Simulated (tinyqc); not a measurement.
Worked calculation (part 1 of 2): RHF in the sto-3g basis, for LiH, spin multiplicity 1. Computed by tinyqc, a small Python program that keeps every step (integrals from PySCF). Settings: charge = 0, multiplicity = 1, basis = sto-3g, energy threshold = 1e-08, iteration cap = 54, orthogonalisation = symmetric, start = highest core orbitals, DIIS depth = 4, method = RHF. Command: `OMP_NUM_THREADS=1 python tinyqc.py 25517 25518 out.jsonl` (the two numbers bound the seeds that draw the settings). One thread of a shared host (Intel(R) Xeon(R) Processor @ 2.60GHz), about 0.07 s of CPU time with the checks. Later iterations appear only in the table of the cycle.

## One-electron integrals

Geometry (angstrom):
```
atom       x       y       z
Li    0.0000  0.0000  0.0000
H     0.0000  0.0000  1.7120
```

Basis sto-3g: exponents (1/bohr^2) and contraction coefficients of normalised primitives:
```
element  l (shell)  exponent  coefficient
Li           s (1)   16.1196       0.1543
Li           s (1)    2.9362       0.5353
Li           s (1)    0.7947       0.4446
Li           s (2)    0.6363      -0.1000
Li           s (2)    0.1479       0.3995
Li           s (2)    0.0481       0.7001
Li           p (3)    0.6363       0.1559
Li           p (3)    0.1479       0.6077
Li           p (3)    0.0481       0.3920
H            s (1)    3.4253       0.1543
H            s (1)    0.6239       0.5353
H            s (1)    0.1689       0.4446
```

Overlap, kinetic and nuclear-attraction integrals over the contracted functions; the nuclear repulsion is the sum of Za Zb / Rab.

nuclear repulsion = 0.927297 hartree

overlap S:
```
         1Li 1s  1Li 2s  1Li 2px  1Li 2py  1Li 2pz   2H 1s
1Li 1s   1.0000  0.2411   0.0000   0.0000   0.0000  0.0523
1Li 2s   0.2411  1.0000   0.0000   0.0000   0.0000  0.3674
1Li 2px  0.0000  0.0000   1.0000   0.0000   0.0000  0.0000
1Li 2py  0.0000  0.0000   0.0000   1.0000   0.0000  0.0000
1Li 2pz  0.0000  0.0000   0.0000   0.0000   1.0000  0.4903
2H 1s    0.0523  0.3674   0.0000   0.0000   0.4903  1.0000
```

kinetic energy T (hartree):
```
          1Li 1s   1Li 2s  1Li 2px  1Li 2py  1Li 2pz    2H 1s
1Li 1s    3.5768  -0.0202   0.0000   0.0000   0.0000  -0.0137
1Li 2s   -0.0202   0.1022   0.0000   0.0000   0.0000   0.0349
1Li 2px   0.0000   0.0000   0.3197   0.0000   0.0000   0.0000
1Li 2py   0.0000   0.0000   0.0000   0.3197   0.0000   0.0000
1Li 2pz   0.0000   0.0000   0.0000   0.0000   0.3197   0.1116
2H 1s    -0.0137   0.0349   0.0000   0.0000   0.1116   0.7600
```

nuclear attraction V (hartree):
```
          1Li 1s   1Li 2s  1Li 2px  1Li 2py  1Li 2pz    2H 1s
1Li 1s   -8.2920  -1.0389   0.0000   0.0000  -0.0141  -0.2227
1Li 2s   -1.0389  -1.4859   0.0000   0.0000  -0.1158  -0.6608
1Li 2px   0.0000   0.0000  -1.4453   0.0000   0.0000   0.0000
1Li 2py   0.0000   0.0000   0.0000  -1.4453   0.0000   0.0000
1Li 2pz  -0.0141  -0.1158   0.0000   0.0000  -1.5379  -0.8926
2H 1s    -0.2227  -0.6608   0.0000   0.0000  -0.8926  -2.1525
```

core Hamiltonian H = T + V (hartree):
```
          1Li 1s   1Li 2s  1Li 2px  1Li 2py  1Li 2pz    2H 1s
1Li 1s   -4.7152  -1.0591   0.0000   0.0000  -0.0141  -0.2364
1Li 2s   -1.0591  -1.3837   0.0000   0.0000  -0.1158  -0.6259
1Li 2px   0.0000   0.0000  -1.1256   0.0000   0.0000   0.0000
1Li 2py   0.0000   0.0000   0.0000  -1.1256   0.0000   0.0000
1Li 2pz  -0.0141  -0.1158   0.0000   0.0000  -1.2183  -0.7810
2H 1s    -0.2364  -0.6259   0.0000   0.0000  -0.7810  -1.3924
```

## Two-electron integrals

Functions are numbered as in S; the eight-fold symmetry (ij|kl) = (ji|kl) = (kl|ij) leaves the list below.

Two-electron integrals (ij|kl) in chemists' order, unique and non-zero (hartree):
```
(11|11) 1.6804   (21|11) 0.2654   (21|21) 0.0499   (22|11) 0.3977
(22|21) 0.0929   (22|22) 0.2906   (31|31) 0.0090   (32|31) 0.0138
(32|32) 0.0642   (33|11) 0.3966   (33|21) 0.0929   (33|22) 0.2905
(33|33) 0.3129   (41|41) 0.0090   (42|41) 0.0138   (42|42) 0.0642
(43|43) 0.0169   (44|11) 0.3966   (44|21) 0.0929   (44|22) 0.2905
(44|33) 0.2792   (44|44) 0.3129   (51|51) 0.0090   (52|51) 0.0138
(52|52) 0.0642   (53|53) 0.0169   (54|54) 0.0169   (55|11) 0.3966
(55|21) 0.0929   (55|22) 0.2905   (55|33) 0.2792   (55|44) 0.2792
(55|55) 0.3129   (61|11) 0.0558   (61|21) 0.0106   (61|22) 0.0200
(61|33) 0.0198   (61|44) 0.0198   (61|51) 0.0013   (61|52) 0.0024
(61|55) 0.0205   (61|61) 0.0024   (62|11) 0.1337   (62|21) 0.0316
(62|22) 0.1049   (62|33) 0.0994   (62|44) 0.0994   (62|51) 0.0051
(62|52) 0.0313   (62|55) 0.1157   (62|61) 0.0080   (62|62) 0.0633
(63|31) 0.0025   (63|32) 0.0117   (63|53) 0.0048   (63|63) 0.0045
(64|41) 0.0025   (64|42) 0.0117   (64|54) 0.0048   (64|64) 0.0045
(65|11) 0.1664   (65|21) 0.0397   (65|22) 0.1368   (65|33) 0.1275
(65|44) 0.1275   (65|51) 0.0079   (65|52) 0.0480   (65|55) 0.1552
(65|61) 0.0104   (65|62) 0.0904   (65|65) 0.1307   (66|11) 0.3084
(66|21) 0.0741   (66|22) 0.2705   (66|33) 0.2468   (66|44) 0.2468
(66|51) 0.0135   (66|52) 0.1019   (66|55) 0.3176   (66|61) 0.0195
(66|62) 0.2046   (66|65) 0.3030   (66|66) 0.7746
```

## Orthogonalisation

S = U s U^T; symmetric (Loewdin) form X = U s^(-1/2) U^T, so that X^T S X = 1.

eigenvalues of S: 0.3795  0.8001  1.0000  1.0000  1.1745  1.6458

X:
```
          1Li 1s   1Li 2s  1Li 2px  1Li 2py  1Li 2pz    2H 1s
1Li 1s    1.0232  -0.1301   0.0000   0.0000  -0.0064   0.0123
1Li 2s   -0.1301   1.0960   0.0000   0.0000   0.0962  -0.2490
1Li 2px   0.0000   0.0000   1.0000   0.0000   0.0000   0.0000
1Li 2py   0.0000   0.0000   0.0000   1.0000   0.0000   0.0000
1Li 2pz  -0.0064   0.0962   0.0000   0.0000   1.1264  -0.3281
2H 1s     0.0123  -0.2490   0.0000   0.0000  -0.3281   1.1978
```

## Starting guess

The start is the highest orbitals of the core Hamiltonian (a deliberately bad start); D = 2 C_occ C_occ^T.

D at the start:
```
          1Li 1s   1Li 2s  1Li 2px  1Li 2py  1Li 2pz    2H 1s
1Li 1s    0.0833  -0.4358   0.0000   0.0000   0.0111   0.2491
1Li 2s   -0.4358   2.3475   0.0000   0.0000   0.3568  -1.6391
1Li 2px   0.0000   0.0000   0.0000   0.0000   0.0000   0.0000
1Li 2py   0.0000   0.0000   0.0000   0.0000   0.0000   0.0000
1Li 2pz   0.0111   0.3568   0.0000   0.0000   2.5294  -2.0146
2H 1s     0.2491  -1.6391   0.0000   0.0000  -2.0146   2.4037
```

## Iteration 1: building the Fock matrix

J_ij = sum D_kl (ij|kl), K_ij = sum D_kl (ik|jl); F = H + J - 0.5 K; E = tr D H + tr D J / 2 - 0.25 tr D K + E_nn.

Coulomb J (hartree):
```
          1Li 1s   1Li 2s  1Li 2px  1Li 2py  1Li 2pz   2H 1s
1Li 1s    1.5057   0.3512   0.0000   0.0000  -0.0055  0.0759
1Li 2s    0.3512   1.1341   0.0000   0.0000  -0.0036  0.4690
1Li 2px   0.0000   0.0000   1.1034   0.0000   0.0000  0.0000
1Li 2py   0.0000   0.0000   0.0000   1.1034   0.0000  0.0000
1Li 2pz  -0.0055  -0.0036   0.0000   0.0000   1.1946  0.6383
2H 1s     0.0759   0.4690   0.0000   0.0000   0.6383  1.4523
```

exchange K (hartree):
```
          1Li 1s   1Li 2s  1Li 2px  1Li 2py  1Li 2pz    2H 1s
1Li 1s    0.0426   0.0352   0.0000   0.0000  -0.0170  -0.0047
1Li 2s    0.0352   0.4656   0.0000   0.0000  -0.2492  -0.0158
1Li 2px   0.0000   0.0000   0.1363   0.0000   0.0000   0.0000
1Li 2py   0.0000   0.0000   0.0000   0.1363   0.0000   0.0000
1Li 2pz  -0.0170  -0.2492   0.0000   0.0000   0.4664   0.0378
2H 1s    -0.0047  -0.0158   0.0000   0.0000   0.0378   0.5170
```

Fock matrix F (hartree):
```
          1Li 1s   1Li 2s  1Li 2px  1Li 2py  1Li 2pz    2H 1s
1Li 1s   -3.2308  -0.7255   0.0000   0.0000  -0.0111  -0.1582
1Li 2s   -0.7255  -0.4824   0.0000   0.0000   0.0051  -0.1490
1Li 2px   0.0000   0.0000  -0.0903   0.0000   0.0000   0.0000
1Li 2py   0.0000   0.0000   0.0000  -0.0903   0.0000   0.0000
1Li 2pz  -0.0111   0.0051   0.0000   0.0000  -0.2568  -0.1615
2H 1s    -0.1582  -0.1490   0.0000   0.0000  -0.1615  -0.1987
```

total energy of this density = -1.563436 hartree

## Iteration 1: diagonalisation and new density

Diagonalise F' = X^T F X, C = X C', fill 2 alpha and 2 beta electrons from the bottom; D = 2 C_occ C_occ^T. Each column has its largest component positive (the first on a tie).

F' = X^T F X (hartree):
```
         1        2        3        4        5        6
1  -3.2011  -0.2943   0.0000   0.0000  -0.0117  -0.0381
2  -0.2943  -0.3618   0.0000   0.0000   0.0251  -0.0430
3   0.0000   0.0000  -0.0903   0.0000   0.0000   0.0000
4   0.0000   0.0000   0.0000  -0.0903   0.0000   0.0000
5  -0.0117   0.0251   0.0000   0.0000  -0.2215  -0.0818
6  -0.0381  -0.0430   0.0000   0.0000  -0.0818  -0.1265
```

orbital energies (hartree): MO1 -3.2319, MO2 -0.3402, MO3 -0.2682, MO4 -0.0903, MO5 -0.0903, MO6 -0.0707

coefficients C:
```
             MO1      MO2      MO3     MO4      MO5      MO6
1Li 1s    1.0046  -0.2290  -0.0197  0.0000   0.0000   0.0448
1Li 2s   -0.0205   1.0405   0.0063  0.0000   0.0000  -0.4541
1Li 2px   0.0000   0.0000   0.0000  0.8313  -0.5558   0.0000
1Li 2py   0.0000   0.0000   0.0000  0.5558   0.8313   0.0000
1Li 2pz   0.0028  -0.0916   0.8079  0.0000   0.0000  -0.8512
2H 1s     0.0021  -0.0475   0.3132  0.0000   0.0000   1.2264
```

D after iteration 1:
```
          1Li 1s   1Li 2s  1Li 2px  1Li 2py  1Li 2pz    2H 1s
1Li 1s    2.1234  -0.5177   0.0000   0.0000   0.0475   0.0260
1Li 2s   -0.5177   2.1663   0.0000   0.0000  -0.1907  -0.0989
1Li 2px   0.0000   0.0000   0.0000   0.0000   0.0000   0.0000
1Li 2py   0.0000   0.0000   0.0000   0.0000   0.0000   0.0000
1Li 2pz   0.0475  -0.1907   0.0000   0.0000   0.0168   0.0087
2H 1s     0.0260  -0.0989   0.0000   0.0000   0.0087   0.0045
```

Within a degenerate level the vectors are fixed only up to a rotation; this is one choice.

## Iteration 2: building the Fock matrix

As before.

Coulomb J (hartree):
```
          1Li 1s   1Li 2s  1Li 2px  1Li 2py  1Li 2pz   2H 1s
1Li 1s    4.1424   0.7099   0.0000   0.0000  -0.0052  0.1493
1Li 2s    0.7099   1.3666   0.0000   0.0000  -0.0279  0.4593
1Li 2px   0.0000   0.0000   1.3648   0.0000   0.0000  0.0000
1Li 2py   0.0000   0.0000   0.0000   1.3648   0.0000  0.0000
1Li 2pz  -0.0052  -0.0279   0.0000   0.0000   1.3630  0.5801
2H 1s     0.1493   0.4593   0.0000   0.0000   0.5801  1.1011
```

exchange K (hartree):
```
          1Li 1s   1Li 2s  1Li 2px  1Li 2py  1Li 2pz   2H 1s
1Li 1s    3.4026   0.5320   0.0000   0.0000  -0.0006  0.1121
1Li 2s    0.5320   0.6222   0.0000   0.0000  -0.0762  0.1654
1Li 2px   0.0000   0.0000   0.1420   0.0000   0.0000  0.0000
1Li 2py   0.0000   0.0000   0.0000   0.1420   0.0000  0.0000
1Li 2pz  -0.0006  -0.0762   0.0000   0.0000   0.1433  0.0262
2H 1s     0.1121   0.1654   0.0000   0.0000   0.0262  0.0722
```

Fock matrix F (hartree):
```
          1Li 1s   1Li 2s  1Li 2px  1Li 2py  1Li 2pz    2H 1s
1Li 1s   -2.2741  -0.6152   0.0000   0.0000  -0.0189  -0.1432
1Li 2s   -0.6152  -0.3281   0.0000   0.0000  -0.1057  -0.2493
1Li 2px   0.0000   0.0000   0.1682   0.0000   0.0000   0.0000
1Li 2py   0.0000   0.0000   0.0000   0.1682   0.0000   0.0000
1Li 2pz  -0.0189  -0.1057   0.0000   0.0000   0.0731  -0.2140
2H 1s    -0.1432  -0.2493   0.0000   0.0000  -0.2140  -0.3274
```

total energy of this density = -7.385652 hartree

## Iteration 2: DIIS over 2 matrices

error matrix X^T (FDS - SDF) X:
```
         1        2       3       4       5        6
1   0.0000   0.0123  0.0000  0.0000  0.0293  -0.0417
2  -0.0123   0.0000  0.0000  0.0000  0.1725   0.2593
3   0.0000   0.0000  0.0000  0.0000  0.0000   0.0000
4   0.0000   0.0000  0.0000  0.0000  0.0000   0.0000
5  -0.0293  -0.1725  0.0000  0.0000  0.0000  -0.0570
6   0.0417  -0.2593  0.0000  0.0000  0.0570   0.0000
```

B (overlaps of the stored error matrices):
```
               1              2
1  4.2662634e-02  5.3360394e-02
2  5.3360394e-02  2.0601696e-01
```

Minimise |sum c_i e_i|^2 with sum c_i = 1: solve [B -1; -1 0][c; lambda] = [0; -1] with B_ij = tr e_i^T e_j, and take F = sum c_i F_i.

DIIS coefficients: 1.0754  -0.0754

extrapolated F (hartree):
```
          1Li 1s   1Li 2s  1Li 2px  1Li 2py  1Li 2pz    2H 1s
1Li 1s   -3.3029  -0.7338   0.0000   0.0000  -0.0105  -0.1593
1Li 2s   -0.7338  -0.4941   0.0000   0.0000   0.0135  -0.1414
1Li 2px   0.0000   0.0000  -0.1098   0.0000   0.0000   0.0000
1Li 2py   0.0000   0.0000   0.0000  -0.1098   0.0000   0.0000
1Li 2pz  -0.0105   0.0135   0.0000   0.0000  -0.2817  -0.1576
2H 1s    -0.1593  -0.1414   0.0000   0.0000  -0.1576  -0.1890
```

## Iteration 2: diagonalisation and new density

As before.

F' = X^T F X (hartree):
```
         1        2        3        4        5        6
1  -3.2747  -0.2920   0.0000   0.0000  -0.0115  -0.0397
2  -0.2920  -0.3769   0.0000   0.0000   0.0282  -0.0340
3   0.0000   0.0000  -0.1098   0.0000   0.0000   0.0000
4   0.0000   0.0000   0.0000  -0.1098   0.0000   0.0000
5  -0.0115   0.0282   0.0000   0.0000  -0.2537  -0.0715
6  -0.0397  -0.0340   0.0000   0.0000  -0.0715  -0.1223
```

orbital energies (hartree): MO1 -3.3044, MO2 -0.3566, MO3 -0.2820, MO4 -0.1098, MO5 -0.1098, MO6 -0.0846

coefficients C:
```
             MO1      MO2      MO3     MO4      MO5      MO6
1Li 1s    1.0053  -0.2218  -0.0543  0.0000   0.0000   0.0368
1Li 2s   -0.0236   1.0341   0.1945  0.0000   0.0000  -0.4263
1Li 2px   0.0000   0.0000   0.0000  0.7822  -0.6231   0.0000
1Li 2py   0.0000   0.0000   0.0000  0.6231   0.7822   0.0000
1Li 2pz   0.0023  -0.1937   0.8711  0.0000   0.0000  -0.7677
2H 1s     0.0027  -0.1021   0.1760  0.0000   0.0000   1.2502
```

D after iteration 2:
```
          1Li 1s   1Li 2s  1Li 2px  1Li 2py  1Li 2pz    2H 1s
1Li 1s    2.1196  -0.5061   0.0000   0.0000   0.0906   0.0507
1Li 2s   -0.5061   2.1397   0.0000   0.0000  -0.4008  -0.2113
1Li 2px   0.0000   0.0000   0.0000   0.0000   0.0000   0.0000
1Li 2py   0.0000   0.0000   0.0000   0.0000   0.0000   0.0000
1Li 2pz   0.0906  -0.4008   0.0000   0.0000   0.0751   0.0396
2H 1s     0.0507  -0.2113   0.0000   0.0000   0.0396   0.0209
```

Within a degenerate level the vectors are fixed only up to a rotation; this is one choice.

## Iteration 3: building the Fock matrix

As before.

Coulomb J (hartree):
```
          1Li 1s   1Li 2s  1Li 2px  1Li 2py  1Li 2pz   2H 1s
1Li 1s    4.1427   0.7101   0.0000   0.0000  -0.0106  0.1483
1Li 2s    0.7101   1.3667   0.0000   0.0000  -0.0560  0.4458
1Li 2px   0.0000   0.0000   1.3645   0.0000   0.0000  0.0000
1Li 2py   0.0000   0.0000   0.0000   1.3645   0.0000  0.0000
1Li 2pz  -0.0106  -0.0560   0.0000   0.0000   1.3639  0.5595
2H 1s     0.1483   0.4458   0.0000   0.0000   0.5595  1.0576
```

exchange K (hartree):
```
          1Li 1s   1Li 2s  1Li 2px  1Li 2py  1Li 2pz    2H 1s
1Li 1s    3.4020   0.5326   0.0000   0.0000  -0.0051   0.1104
1Li 2s    0.5326   0.6011   0.0000   0.0000  -0.1574   0.1062
1Li 2px   0.0000   0.0000   0.1395   0.0000   0.0000   0.0000
1Li 2py   0.0000   0.0000   0.0000   0.1395   0.0000   0.0000
1Li 2pz  -0.0051  -0.1574   0.0000   0.0000   0.1615  -0.0009
2H 1s     0.1104   0.1062   0.0000   0.0000  -0.0009   0.0275
```

Fock matrix F (hartree):
```
          1Li 1s   1Li 2s  1Li 2px  1Li 2py  1Li 2pz    2H 1s
1Li 1s   -2.2735  -0.6153   0.0000   0.0000  -0.0221  -0.1433
1Li 2s   -0.6153  -0.3175   0.0000   0.0000  -0.0931  -0.2332
1Li 2px   0.0000   0.0000   0.1692   0.0000   0.0000   0.0000
1Li 2py   0.0000   0.0000   0.0000   0.1692   0.0000   0.0000
1Li 2pz  -0.0221  -0.0931   0.0000   0.0000   0.0649  -0.2210
2H 1s    -0.1433  -0.2332   0.0000   0.0000  -0.2210  -0.3486
```

total energy of this density = -7.310372 hartree

## Iteration 3: DIIS over 3 matrices

error matrix X^T (FDS - SDF) X:
```
         1        2       3       4       5        6
1   0.0000   0.0230  0.0000  0.0000  0.0631  -0.0160
2  -0.0230   0.0000  0.0000  0.0000  0.1826   0.1669
3   0.0000   0.0000  0.0000  0.0000  0.0000   0.0000
4   0.0000   0.0000  0.0000  0.0000  0.0000   0.0000
5  -0.0631  -0.1826  0.0000  0.0000  0.0000  -0.0519
6   0.0160  -0.1669  0.0000  0.0000  0.0519   0.0000
```

B (overlaps of the stored error matrices):
```
               1              2              3
1  4.2662634e-02  5.3360394e-02  3.3653098e-02
2  5.3360394e-02  2.0601696e-01  1.6108540e-01
3  3.3653098e-02  1.6108540e-01  1.3731940e-01
```

As before.

DIIS coefficients: 0.8857  -0.9530  1.0673

extrapolated F (hartree):
```
          1Li 1s   1Li 2s  1Li 2px  1Li 2py  1Li 2pz    2H 1s
1Li 1s   -3.1209  -0.7130   0.0000   0.0000  -0.0154  -0.1566
1Li 2s   -0.7130  -0.4534   0.0000   0.0000   0.0058  -0.1432
1Li 2px   0.0000   0.0000  -0.0597   0.0000   0.0000   0.0000
1Li 2py   0.0000   0.0000   0.0000  -0.0597   0.0000   0.0000
1Li 2pz  -0.0154   0.0058   0.0000   0.0000  -0.2278  -0.1750
2H 1s    -0.1566  -0.1432   0.0000   0.0000  -0.1750  -0.2360
```

## Iteration 3: diagonalisation and new density

As before.

F' = X^T F X (hartree):
```
         1        2        3        4        5        6
1  -3.0888  -0.2994   0.0000   0.0000  -0.0171  -0.0368
2  -0.2994  -0.3329   0.0000   0.0000   0.0317  -0.0358
3   0.0000   0.0000  -0.0597   0.0000   0.0000   0.0000
4   0.0000   0.0000   0.0000  -0.0597   0.0000   0.0000
5  -0.0171   0.0317   0.0000   0.0000  -0.1787  -0.0974
6  -0.0368  -0.0358   0.0000   0.0000  -0.0974  -0.1678
```

orbital energies (hartree): MO1 -3.1216, MO2 -0.3099, MO3 -0.2701, MO4 -0.0666, MO5 -0.0597, MO6 -0.0597

coefficients C:
```
             MO1      MO2      MO3      MO4     MO5      MO6
1Li 1s    1.0035  -0.2319  -0.0240   0.0525  0.0000   0.0000
1Li 2s   -0.0151   1.0398  -0.0366  -0.4546  0.0000   0.0000
1Li 2px   0.0000   0.0000   0.0000   0.0000  0.7293  -0.6842
1Li 2py   0.0000   0.0000   0.0000   0.0000  0.6842   0.7293
1Li 2pz   0.0051  -0.1371   0.5843  -1.0126  0.0000   0.0000
2H 1s     0.0006  -0.0701   0.5827   1.1225  0.0000   0.0000
```

D after iteration 3:
```
          1Li 1s   1Li 2s  1Li 2px  1Li 2py  1Li 2pz    2H 1s
1Li 1s    2.1216  -0.5126   0.0000   0.0000   0.0738   0.0336
1Li 2s   -0.5126   2.1629   0.0000   0.0000  -0.2852  -0.1457
1Li 2px   0.0000   0.0000   0.0000   0.0000   0.0000   0.0000
1Li 2py   0.0000   0.0000   0.0000   0.0000   0.0000   0.0000
1Li 2pz   0.0738  -0.2852   0.0000   0.0000   0.0376   0.0192
2H 1s     0.0336  -0.1457   0.0000   0.0000   0.0192   0.0098
```

Within a degenerate level the vectors are fixed only up to a rotation; this is one choice.

## Iteration 13 (converged): orbitals

converged F (hartree):
```
          1Li 1s   1Li 2s  1Li 2px  1Li 2py  1Li 2pz    2H 1s
1Li 1s   -2.3492  -0.6402   0.0000   0.0000   0.0145  -0.1432
1Li 2s   -0.6402  -0.2230   0.0000   0.0000  -0.0958  -0.2521
1Li 2px   0.0000   0.0000   0.1638   0.0000   0.0000   0.0000
1Li 2py   0.0000   0.0000   0.0000   0.1638   0.0000   0.0000
1Li 2pz   0.0145  -0.0958   0.0000   0.0000   0.0117  -0.2275
2H 1s    -0.1432  -0.2521   0.0000   0.0000  -0.2275  -0.1300
```

As before.

F' = X^T F X (hartree):
```
         1        2       3       4        5        6
1  -2.2961  -0.3562  0.0000  0.0000   0.0193  -0.0164
2  -0.3562  -0.0143  0.0000  0.0000   0.0178  -0.2576
3   0.0000   0.0000  0.1638  0.0000   0.0000   0.0000
4   0.0000   0.0000  0.0000  0.1638   0.0000   0.0000
5   0.0193   0.0178  0.0000  0.0000   0.1620  -0.2988
6  -0.0164  -0.2576  0.0000  0.0000  -0.2988   0.1137
```

orbital energies (hartree): MO1 -2.3517, MO2 -0.2755, MO3 0.0771, MO4 0.1638, MO5 0.1638, MO6 0.5155

coefficients C:
```
             MO1      MO2      MO3      MO4     MO5      MO6
1Li 1s    0.9913  -0.1608  -0.2114   0.0000  0.0000   0.1042
1Li 2s    0.0332   0.4648   0.7984   0.0000  0.0000  -0.6594
1Li 2px   0.0000   0.0000   0.0000   0.7290  0.6845   0.0000
1Li 2py   0.0000   0.0000   0.0000  -0.6845  0.7290   0.0000
1Li 2pz  -0.0056   0.3421  -0.6098   0.0000  0.0000  -0.9469
2H 1s     0.0022   0.5565  -0.1495   0.0000  0.0000   1.1280
```

D after iteration 13:
```
          1Li 1s   1Li 2s  1Li 2px  1Li 2py  1Li 2pz    2H 1s
1Li 1s    2.0172  -0.0837   0.0000   0.0000  -0.1211  -0.1746
1Li 2s   -0.0837   0.4343   0.0000   0.0000   0.3176   0.5175
1Li 2px   0.0000   0.0000   0.0000   0.0000   0.0000   0.0000
1Li 2py   0.0000   0.0000   0.0000   0.0000   0.0000   0.0000
1Li 2pz  -0.1211   0.3176   0.0000   0.0000   0.2341   0.3807
2H 1s    -0.1746   0.5175   0.0000   0.0000   0.3807   0.6195
```

Within a degenerate level the vectors are fixed only up to a rotation; this is one choice.
